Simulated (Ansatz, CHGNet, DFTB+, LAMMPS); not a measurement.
**bcc Ta, elastic constant C12**

Reference value: 158 GPa (measured, 0 K, extrapolated to 0 K; zero-point effects included; as tabulated in Wang et al. (2022), arXiv:2209.12322).

| level (code) | value (GPa) | cell (Å³/atom) | difference (%) |
|---|---|---|---|
| Morse jacobson2022 (LAMMPS) | 184 | 18.11 | +16.5 |
| GFN1-xTB as cut by DFTB+ | 107 | 19.03 | -32 |
| CHGNet 0.3.0 | 195 | 18.36 | +23 |
| PBE (Ansatz) | 160 | 18.28 | +1.3 |
| PBE-D3(BJ) (Ansatz) | 167 | 17.73 | +5.7 |
| r²SCAN+rVV10 (Ansatz) | 169 | 17.88 | +7.0 |
| HSE06 (Ansatz) | 163 | 18.07 | +3.2 |

Leaving aside Morse jacobson2022 (doubt noted below): Once the reference is moved by up to 5.0 % (a margin picked here for doubts on the reference and the settings, and for temperature and zero-point motion) and values within 1.7 % count as equal, the nearest can be PBE (+1.3 %), HSE06 (+3.2 %), PBE-D3(BJ) (+5.7 %) or r²SCAN+rVV10 (+7.0 %). By the same margin the farthest can be GFN1-xTB as cut by DFTB+ (-32 %) or CHGNet 0.3.0 (+23 %).

The reference isn't brought to a static lattice, while the calculations are for one, so the differences are not the levels' errors alone.  Density-functional levels without +SOC have no spin–orbit coupling. Morse jacobson2022: pair potentials favour close packing, so symmetry can be all that holds this lattice. GFN1-xTB as cut by DFTB+: the method was fitted mainly to molecules. GFN1-xTB as cut by DFTB+: codes differ in how they cut the long-range tail of xTB's charge interaction in a crystal, so the value belongs to this code. PBE, PBE-D3(BJ), r²SCAN+rVV10, HSE06: shear constants of such metals converge slowly with the k mesh. PBE-D3(BJ): the dispersion coefficients are held fixed in the derivatives. HSE06: hybrids on metals are sensitive to the k mesh. HSE06: the run warned that the count of filled bands differs between k points. Each level is taken at its own relaxed cell. Cutoffs and k meshes differ between the levels. Ansatz's density-functional and Hartree–Fock values are scalar-relativistic unless marked +SOC, with PAW data made under PBE.

Empirical potentials (Morse jacobson2022) are fitted to chosen data: where that held the value shown, agreement is built in, and what lay outside the fit can be far off. Machine-learned potentials (CHGNet 0.3.0) are trained on DFT data: a solid inside that data is no test of them.

Differences are worked out from the printed values.

Ansatz is a program for electronic structure.
